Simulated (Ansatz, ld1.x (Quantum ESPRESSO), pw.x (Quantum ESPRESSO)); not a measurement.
From atom to crystal: TM potential for niobium

* Element: niobium
* Generator: ld1.x (Quantum ESPRESSO) 7.5
* Type: norm-conserving Troullier–Martins (Kleinman–Bylander form)
* Functional: LDA (PW92)
* Relativity: scalar-relativistic
* Frozen core: [Kr]
* Valence charge: 5
* Reference configuration: 4d4 5s1 5p0
* Partial waves: 5p (bound, empty): rc 3.30 bohr; 4d (bound): rc 2.25 bohr; 5s (bound): rc 2.45 bohr
* Local potential: the s channel
* Core correction: a·sin(br)/r model core inside 1.95 bohr

Atomic tests: cutoffs needed: 30 Ry and 40 Ry (the cutoffs (Ry, on a coarse ladder) from which the occupation-weighted sum of valence levels, in a spherical-Bessel basis at the reference potential, stays within 10 and 1 mRy of its value at 400 Ry); ghost test: no extra level below or beside the all-electron valence levels (p, d, s, f tested) (spherical-Bessel basis up to 400 Ry, 20 bohr box); largest excitation error: -1438 meV (all-electron minus pseudo) for 4d1 5s0 5p0, out of 7 test configurations.

Crystal test: bcc Nb in pw.x 7.5, no spin, 14³ k-points, Fermi–Dirac smearing 0.01 Ry, cutoffs 50/200 Ry. The reference is all-electron LAPW (Ansatz 0.2.0) with the same functional, mesh and smearing; V0 and B0 come from Birch–Murnaghan fits to the pressures at five volumes. Errors are pseudo minus all-electron; Δ is the rms difference of the E(V) curves that follow from these fits, minima aligned, over ±6 % about the mean V0. Mesh and smearing are coarse, so the numbers serve the comparison and aren't converged zero-temperature values; the lattice is a test structure that the element need not adopt.

All-electron: a0 = 3.250 Å (V0 = 17.17 Å³/atom), B0 = 187.3 GPa.

Q: How far does the potential miss the all-electron equation of state?

A: mean pressure error (GPa): +7.53; a0 (Å): 3.291; a0 error (%): +1.24; B0 error (%): +1.5; Δ (meV/atom): 26.8. The largest radius (3.30 bohr) exceeds half the bond length (2.66 bohr), so the spheres overlap, which is one possible source of error among others. This is a poor potential for the solid.

```csv
V (Å³/atom),P all-electron (GPa),P pseudo (GPa)
16.348,10.04,19.16
16.778,4.51,12.75
17.208,-0.41,7.03
17.638,-4.80,1.94
18.068,-8.72,-2.61
```

Q: At the middle volume, how do free energy and pressure move when the wave cutoff is lowered (ecutrho kept at four times it)?

A:

```
cutoff (Ry)  shift of F (meV/atom)  shift of P (GPa)
         22                +1217.9            -44.15
         30                  +70.9             -4.91
         40                   +1.4             -0.05
```

Input at the middle volume:

```
&control
  calculation='scf', prefix='x', pseudo_dir='./', outdir='./tmp', tstress=.true., disk_io='none'
/
&system
  ibrav=0, nat=1, ntyp=1, ecutwfc=50, ecutrho=200, nbnd=9,
  occupations='smearing', smearing='fd', degauss=0.01
/
&electrons
  conv_thr=1e-09, mixing_beta=0.4, electron_maxstep=70
/
ATOMIC_SPECIES
Nb 1.0 Nb.UPF
CELL_PARAMETERS angstrom
  -1.62638541 1.62638541 1.62638541
  1.62638541 -1.62638541 1.62638541
  1.62638541 1.62638541 -1.62638541
ATOMIC_POSITIONS crystal
Nb 0.0000 0.0000 0.0000
K_POINTS automatic
14 14 14 0 0 0
```

```bash
pw.x < Nb.scf.in > Nb.scf.out
```

Lines of the output:

```
Message from routine setup:
     using ibrav=0 with symmetry is DISCOURAGED, use correct ibrav instead
     lattice parameter (alat)  =       5.3233  a.u.
     unit-cell volume          =     116.1253 (a.u.)^3
     number of electrons       =         5.00
     number of Kohn-Sham states=            9
     kinetic-energy cutoff     =      50.0000  Ry
     charge density cutoff     =     200.0000  Ry
     scf convergence threshold =      1.0E-09
     Exchange-correlation= PW
     number of k points=   104  Fermi-Dirac smearing, width (Ry)=  0.0100
     iteration #  1     ecut=    50.00 Ry     beta= 0.40
     total energy              =     -13.81974904 Ry
     estimated scf accuracy    <       0.06561135 Ry
     iteration #  2     ecut=    50.00 Ry     beta= 0.40
     total energy              =     -13.81664694 Ry
     estimated scf accuracy    <       0.01134414 Ry
     iteration #  3     ecut=    50.00 Ry     beta= 0.40
     total energy              =     -13.81868609 Ry
     estimated scf accuracy    <       0.00014020 Ry
     iteration #  4     ecut=    50.00 Ry     beta= 0.40
     total energy              =     -13.81867824 Ry
     estimated scf accuracy    <       0.00008696 Ry
     iteration #  5     ecut=    50.00 Ry     beta= 0.40
     total energy              =     -13.81869179 Ry
     estimated scf accuracy    <          3.5E-09 Ry
     iteration #  6     ecut=    50.00 Ry     beta= 0.40
     total energy              =     -13.81869190 Ry
     estimated scf accuracy    <       0.00000002 Ry
     iteration #  7     ecut=    50.00 Ry     beta= 0.40
     total energy              =     -13.81869189 Ry
     estimated scf accuracy    <       0.00000003 Ry
     iteration #  8     ecut=    50.00 Ry     beta= 0.40
     the Fermi energy is    11.5774 ev
!    total energy              =     -13.81869189 Ry
     estimated scf accuracy    <          2.6E-10 Ry
     smearing contrib. (-TS)   =      -0.00605758 Ry
     The total energy is F=E-TS. E is the sum of the following terms:
     one-electron contribution =       8.12749323 Ry
     hartree contribution      =       0.13421038 Ry
     xc contribution           =      -7.27311520 Ry
     ewald contribution        =     -14.80122272 Ry
     convergence has been achieved in   8 iterations
          total   stress  (Ry/bohr**3)                   (kbar)     P=       70.32
     Message from routine punch:
     Nothing written, as per user request (disk_io='none')
```

The run at the middle volume (104 k-points, 8 iterations) took about 11 s on one core of a shared host (Neoverse-N1, 64 threads, 498 GiB, load 60).
